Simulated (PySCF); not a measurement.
Where the electron goes

Compound: 2-methyl-1-butene, C5H10.
Z-matrix (Å and degrees, GFN2-xTB geometry), rows numbered from 1:
```
C 
C   1  1.3230
C   2  1.4983  1  122.22
C   2  1.5049  1  121.87  3  -179.38
C   4  1.5298  2  111.68  1   102.72
H   1  1.0772  2  122.00  3     0.22
H   1  1.0771  2  121.90  3  -179.83
H   3  1.0891  2  110.47  1  -119.65
H   3  1.0868  2  111.09  1     0.85
H   3  1.0898  2  110.22  1   121.46
H   4  1.0929  2  109.52  1  -136.38
H   4  1.0916  2  109.48  1   -17.98
H   5  1.0877  4  110.28  2  -177.43
H   5  1.0873  4  110.91  2    62.63
H   5  1.0878  4  110.23  2   -57.56
```

Level of theory: TDDFT B3LYP/def2-SVPD, vertical, gas phase, core orbitals frozen in the response in PySCF 2.14.0, density-fitted response routines.

Frontier orbitals with the atoms that hold most of them (Löwdin shares over 4%, at most four atoms; ? is withheld):

| orbital | ε (eV) | atoms |
| --- | --- | --- |
| LUMO+2 | 1.26 | C5 22%, H13 13%, H15 9%, H14 8% |
| LUMO+1 | 0.53 | C3 16%, C1 15%, C5 12%, C2 11% |
| LUMO | 0.22 | ? |
| HOMO | ? | C1 38%, C2 32%, C3 6%, C4 5% |
| HOMO-1 | -8.97 | ? |
| HOMO-2 | -9.34 | C4 26%, C5 20%, H11 13%, H12 9% |
| HOMO-3 | -10.05 | C3 27%, C1 20%, C2 10%, H7 10% |

Problem. Which atoms hold the LUMO, and with what shares?

Solution. C1 (bonded to C and 2 H) 25%; C2 (bonded to 3 C) 24%; C4 (bonded to 2 C and 2 H) 8%; H7 (bonded to C) 6%. By element: carbon 57% or more, hydrogen 6% or more.

Problem. Give the leading atoms of the HOMO-1.

Solution. C2 (bonded to 3 C) 21%; C4 (bonded to 2 C and 2 H) 20%; C3 (bonded to C and 3 H) 13%; C5 (bonded to C and 3 H) 9%.

Problem. What is the HOMO energy, and the HOMO–LUMO gap?

Solution. ε(HOMO) = -6.86 eV; the gap is 7.08 eV (0.2602 hartree).

Problem. The HOMO–LUMO gap is 7.08 eV. Where does the response calculation put the lowest singlet, and from which orbitals?

Solution. S1 is at 6.43 eV (f = 0.027), 0.65 eV below the gap, made of HOMO→LUMO+1 (64%), HOMO→LUMO (34%). Its leading pair isn't HOMO and LUMO; the energies of that pair differ by 7.39 eV. 

Next come S2 at 7.05 eV (f 0.284), HOMO→LUMO (55%), HOMO→LUMO+1 (31%); S3 at 7.31 eV (f 0.015), HOMO→LUMO+2 (74%), HOMO→LUMO+3 (22%); S4 at 7.38 eV (f 0.036), HOMO→LUMO+3 (72%), HOMO→LUMO+2 (23%); S5 at 7.73 eV (f 0.087), HOMO→LUMO+4 (86%).

Löwdin shares depend on the basis, the more so with diffuse functions.

One conformer stands for the species.
